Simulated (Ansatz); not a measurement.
# H2SO4: a ladder of functionals and wavefunction methods

Aim: compute H2SO4 with functionals from several rungs and with coupled cluster. The yardstick is the atomisation energy at the CCSD(T) limit.

Computed with Ansatz 0.2.0, Gaussian basis. Level: functionals in def2-TZVPP, the program's frozen cores in correlated methods.

Plan: LDA (SPW92), PBE-D4, revPBE-D4, BLYP-D4, r2SCAN-D4, B97M-V, PBE0-D4, B3LYP-D4, r2SCANh-D4, r2SCAN0-D4, HSE06-D4, BHLYP-D4, CAM-B3LYP-D4, LC-ωPBE, ωB97X-V, ωB97M-V, B2PLYP, PBE-QIDH; CCSD(T)/def2-SVP; CCSD(T)/def2-TZVPP; MP2/def2-QZVPP; extrapolation to the limit; RPA on PBE.

**1. The relaxed structure**

The geometry comes from an earlier relaxation with PBE0-D4 in a triple-zeta def2 set; it is a stationary point, not always the lowest conformer.

SMILES `O=S(=O)(O)O`, 7 atoms, charge 0, spin multiplicity 1.

Atoms are counted from 1 here; the program's logs count them from 0.

Bond lengths: O1–S2 1.409 Å, S2–O3 1.426 Å, S2–O4 1.579 Å, S2–O5 1.580 Å, O4–H6 0.966 Å, O5–H7 0.966 Å. Angles: O1–S2–O3 123.8°, O1–S2–O4 106.4°, O1–S2–O5 106.5°, O3–S2–O4 108.0°, O3–S2–O5 107.9°, O4–S2–O5 102.2°, S2–O4–H6 108.9°, S2–O5–H7 108.8°.

As a file:

```
atom     x (Å)     y (Å)     z (Å)
  O1   0.37923  -1.58207   0.85228
  S2  -0.02542  -0.46966   0.08816
  O3  -0.94053  -0.54630  -1.00242
  O4  -0.57619   0.59857   1.11267
  O5   1.29551   0.22110  -0.43514
  H6  -1.24407   1.13965   0.67122
  H7   1.11145   0.63872  -1.28678
```

**2. LDA**

This LDA is Slater exchange with PW92 correlation.

in.yaml reads:

```yaml
crystal:
  periodic: [false, false, false]
  atoms:
    - {symbol: O, position_ang: [0.379230, -1.582072, 0.852285]}
    - {symbol: S, position_ang: [-0.025418, -0.469665, 0.088158]}
    - {symbol: O, position_ang: [-0.940526, -0.546299, -1.002416]}
    - {symbol: O, position_ang: [-0.576193, 0.598568, 1.112667]}
    - {symbol: O, position_ang: [1.295515, 0.221103, -0.435137]}
    - {symbol: H, position_ang: [-1.244067, 1.139651, 0.671224]}
    - {symbol: H, position_ang: [1.111449, 0.638715, -1.286782]}
basis:
  gaussian: {orbitals: def2-TZVPP}
hamiltonian: {xc: lda}
output: {orbitals: {seedname: orbitals}}
```

The run is started by

```sh
ansatz run in.yaml --threads 4 --pin off --events-out ev --progress --plain --max-ram 10444MiB
```

Further steps of the session: PBE-D4 (GGA); revPBE-D4 (GGA); BLYP-D4 (GGA); r2SCAN-D4 (meta-GGA); B97M-V (meta-GGA); B3LYP-D4 (hybrid); r2SCANh-D4 (hybrid); r2SCAN0-D4 (hybrid); HSE06-D4 (hybrid); BHLYP-D4 (hybrid); CAM-B3LYP-D4 (range-separated); LC-ωPBE (range-separated); ωB97X-V (range-separated); ωB97M-V (range-separated); B2PLYP (double hybrid); PBE-QIDH (double hybrid); CCSD(T) in def2-SVP; CCSD(T) in def2-TZVPP; MP2 in def2-QZVPP; RPA on PBE orbitals.

Q: Predict the results of all the runs planned. Wanted: atomisation energy, CCSD(T)/CBS; farthest beyond LDA; mean size of error, GGA; mean size of error, meta-GGA; mean size of error, hybrid; mean size of error, range-separated; mean size of error, double hybrid; gap, smallest and largest; T1 diagnostic.

As calculated:

| quantity | value |
| --- | --- |
| atomisation energy, CCSD(T)/CBS | 2507.9 kJ/mol |
| functionals within 12.5 kJ/mol (0.5 %) | revPBE-D4, BLYP-D4, B97M-V, ωB97X-V, ωB97M-V |
| farthest beyond LDA | BHLYP-D4 (-253.9 kJ/mol) |
| mean size of error, GGA | 40.2 kJ/mol |
| mean size of error, meta-GGA | 15.2 kJ/mol |
| mean size of error, hybrid | 84.9 kJ/mol |
| mean size of error, range-separated | 14.9 kJ/mol |
| mean size of error, double hybrid | 65.1 kJ/mol |
| gap, smallest and largest | 6.78 eV (BLYP-D4), 14.60 eV (LC-ωPBE) |
| T1 diagnostic | 0.0147 |
| triples share of the correlation energy | 4.0 % |

The LDA atomisation energy is off by 638.3 kJ/mol (25 %): it overbinds. PBE-D4 misses by +118.4 kJ/mol. Double hybrids carry the basis error of their MP2 part in triple zeta, and no dispersion term here, so their miss is partly the set-up's. By mean error the best rung here is range-separated (14.9 kJ/mol) and the worst beyond LDA is hybrid (84.9 kJ/mol). The gap between the best rungs is small, so their order is not settled. The mean of the hybrids holds BHLYP, with half exact exchange. The reference freezes the cores and leaves out relativity and excitations past (T), so misses under about 12.5 kJ/mol can't be ranked. Hartree-Fock recovers 54 % of the binding; the rest is correlation. CCSD(T) in def2-SVP is off by -470.7 kJ/mol, more than most functionals: a good method in a small basis is no reference. The gap grows from 6.8 to 14.6 eV across the functionals, mostly with the share of exact exchange.
